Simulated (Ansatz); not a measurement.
Start from `C[SiH2]Cl` and change one atom or group to get `P[SiH2]Cl`.

Ansatz, PBE0-D4/def2-TZVP geometries, multiplicity 1. Each molecule was computed in one conformer, which needn't be the lowest.

| property | `C[SiH2]Cl` |
| --- | --- |
| HOMO–LUMO gap (ωB97M-V/def2-TZVPP) / eV | 13.17 |
| size of the dipole moment (ωB97M-V/def2-TZVPP) / D | 1.83 |
| HOMO energy (PBE0/def2-TZVPP) / eV | -8.75 |
| size of the dipole moment (B3LYP/def2-TZVPP) / D | 1.83 |
| LUMO energy (PBE/def2-TZVPP) / eV | -0.44 |
| size of the dipole moment (PBE/def2-TZVPP) / D | 1.80 |

(1) Give the same properties after the change, and the shifts. (Estimate.)

## Answers

(1) The calculation gave: 
| property | `P[SiH2]Cl` | shift |
| --- | --- | --- |
| HOMO–LUMO gap (ωB97M-V/def2-TZVPP) / eV | 11.68 | -1.49 |
| size of the dipole moment (ωB97M-V/def2-TZVPP) / D | 1.53 | -0.30 |
| HOMO energy (PBE0/def2-TZVPP) / eV | -7.88 | 0.87 |
| size of the dipole moment (B3LYP/def2-TZVPP) / D | 1.55 | -0.28 |
| LUMO energy (PBE/def2-TZVPP) / eV | -1.05 | -0.61 |
| size of the dipole moment (PBE/def2-TZVPP) / D | 1.50 | -0.30 |

With PBE0 the HOMO rises by 0.87 eV and the LUMO falls by 0.61 eV, so the gap narrows by about 1.48 eV. PBE moves the HOMO by 0.64 eV and ωB97M-V by 1.02 eV. The zero-point energy changes by -49.6 kJ/mol with -3 modes. Dipoles are sizes alone; their direction can turn.

B3LYP here is the variant with VWN-RPA as its local correlation; programs differ in this.
